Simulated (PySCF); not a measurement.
**Orbital picture of SiS**

PBE at R = 1.935 Å; PySCF, no relativity, basis sets Si def2-TZVPPD, S def2-TZVPPD. State: ¹Σ⁺ (singlet), closed shell. Only the outer orbitals are listed, counted within each symmetry.

```csv
orbital,occ.,ε (eV),on Si (%),main shells (%)
7σ,2,-17.67,19,"78 S s, 13 Si s"
8σ,2,-10.86,57,"56 Si s, 27 S p, 15 S s"
3π,2,-7.21,26,"73 S p, 23 Si p"
3π,2,-7.21,26,"73 S p, 23 Si p"
9σ,2,-6.95,60,"37 Si p, 37 S p, 22 Si s"
4π,0,-3.15,75,"71 Si p, 20 S p"
4π,0,-3.15,75,"71 Si p, 20 S p"
10σ,0,-0.14,52,"32 S s, 27 Si d, 16 Si p"
```

**Question.** Which are the highest filled and the lowest empty level, where do they sit, and how wide is the gap?

**Answer.** Highest filled 9σ at -6.95 eV (in %: 37 Si p, 37 S p, 22 Si s); lowest empty 4π at -3.15 eV (in %: 71 Si p, 20 S p); the gap at PBE is 3.80 eV.

| Quantity | Value |
| --- | --- |
| bond order (Mayer) | 2.43 |
| ⟨S²⟩ | 0.000 |
| charge on Si (Mulliken, basis-dependent) | 0.22 |
| charge on Si (Löwdin, basis-dependent) | 0.06 |
| dipole moment (positive dipole means Si(−)S(+)) | -1.54 D |
| polarisability along the bond | 68.2 bohr³ |
| polarisability across the bond | 41.9 bohr³ |
